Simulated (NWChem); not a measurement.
A series in which one site is exchanged, each optimised at PBE0/def2-SVP with NWChem, gas phase unless a solvent is named. Some are not confirmed as minima by frequencies. def2 effective core potentials on Zr; no spin-orbit coupling.

A: ClCCl (CH$_{2}$Cl$_{2}$; site = C)
B: [Cl][GeH2][Cl] (GeH2Cl2; site = Ge)
C: [TiH2]([Cl])[Cl] (TiH2Cl2; site = Ti)
D: [Cl][ZrH2][Cl] (ZrH2Cl2; site = Zr)

Values for A:

dipole (D), PBE0/def2-SVP: 1.69
orbital gap (eV), PBE0/def2-SVP: 9.04
static polarisability, CAM-B3LYP/def2-SVPD (bohr³): 42.4
lowest singlet excitation, CAM-B3LYP/def2-SVPD, TDA (eV): 7.03

Task: How do these values change for the other members?

Result: 
```csv
change from A,B,C,D
"dipole (D), PBE0/def2-SVP",+0.30,-1.49,-1.38
"orbital gap (eV), PBE0/def2-SVP",-0.62,-3.02,-2.94
"static polarisability, CAM-B3LYP/def2-SVPD (bohr³)",+15.8,+25.7,+30.4
"lowest singlet excitation, CAM-B3LYP/def2-SVPD, TDA (eV)",-0.20,-3.75,-2.86
```
